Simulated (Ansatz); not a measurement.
**AlNaH (doublet): wave-function methods side by side at angle Na2–Al1–H3 = 91.1°, cc-pVDZ**

One table from this session's results is given with a row withheld; the runs are named, their logs left out.

Computed with Ansatz 0.2.0, Gaussian basis. Level: cc-pVDZ, core rule «outside noble gas», up to 10 orbitals frozen.

Plan: UHF; CCSD(T) on ROHF; CCSD(T) on UHF; BCCD(T) on ROHF; CISD as a restricted active space (open shells left free, so some higher excitations enter); CCSDT(Q) on ROHF; CCSDT(Q) on UHF; CASSCF and MRCISD+Q, 3 electrons in 3 orbitals; CASSCF and NEVPT2, 3 electrons in 3 orbitals; Full CI.

28 further runs of the same task are left out: 16 for a known fault of the program, 7 that didn't finish, 5 set aside as unsound or not needed. Runs told in other sessions of the task aren't counted.

### The system

The geometry derives from a PBE0/def2-TZVP stationary point (not a proven minimum). One angle is set to the value named; bond lengths are kept.

3 atoms, charge 0, spin multiplicity 2.

Atoms are counted from 1 here; the program's logs count them from 0.

Bond lengths: Al1–H3 1.640 Å.

As a file:

```xyz
3
AlHNa
Al    0.00000   -0.47038    1.25656
Na    0.00000    0.50519   -1.55471
H     0.00000    1.06873    1.82400
```

Set-up of the first run:

Input file in.yaml:

```yaml
crystal:
  periodic: [false, false, false]
  atoms:
    - {symbol: Al, position_ang: [0.000000, -0.470376, 1.256561]}
    - {symbol: Na, position_ang: [0.000000, 0.505192, -1.554711]}
    - {symbol: H, position_ang: [0.000000, 1.068735, 1.823997]}
basis:
  gaussian: {orbitals: cc-pVDZ}
magnetization: {spin_polarized: true, initial_magnetization: 1}
hamiltonian: {xc: hf}
output: {orbitals: {seedname: orbitals}}
```

Command:

```
$ ansatz run in.yaml --threads 1 --pin off --events-out ev --progress --plain --max-ram 2393MiB
```

Among the steps run: UHF; CCSD(T) on ROHF; CCSD(T) on UHF; BCCD(T) on ROHF; CISD as a restricted active space (open shells left free, so some higher excitations enter); CCSDT(Q) on ROHF; CCSDT(Q) on UHF; CASSCF and MRCISD+Q, 3 electrons in 3 orbitals; CASSCF and NEVPT2, 3 electrons in 3 orbitals; Full CI.

One table of the session follows, with a row left open; its other results are not shown here.

```
     method  from FCI (meV)
       ROHF         +2362.8
        UHF         +2225.3
       RMP2          +696.8
       UMP2          +723.9
       CISD          +160.2
      RCCSD               ?
      UCCSD           +71.0
   RCCSD(T)           +22.1
   UCCSD(T)           +21.6
    BCCD(T)           +21.9
     RCCSDT            +2.3
     UCCSDT            +1.6
  RCCSDT(Q)            +0.5
  UCCSDT(Q)            -0.1
CASSCF pair         +1946.2
NEVPT2 pair          +683.9
        FCI               0
```

Estimate the missing values for RCCSD.

**Answer.** from FCI (meV): +76.5. In the column «from FCI (meV)» it lies between UCCSD (+71.0) and CISD (+160.2).

Not comparable, so not listed: CASSCF and MRCISD+Q, 3 electrons in 3 orbitals (they don't share determinant, frozen orbitals or solution with the rows shown, or repeat one).

To keep in mind: Levels on UHF freeze UHF's core orbitals, full CI those of ROHF, so the U rows can settle a little off it for that reason alone. Restricted and unrestricted rows rest on different reference determinants; a gap between their highest levels can come from leftover correlation error, from unlike frozen cores or from another state. Warnings in the runs' records: passed over end.
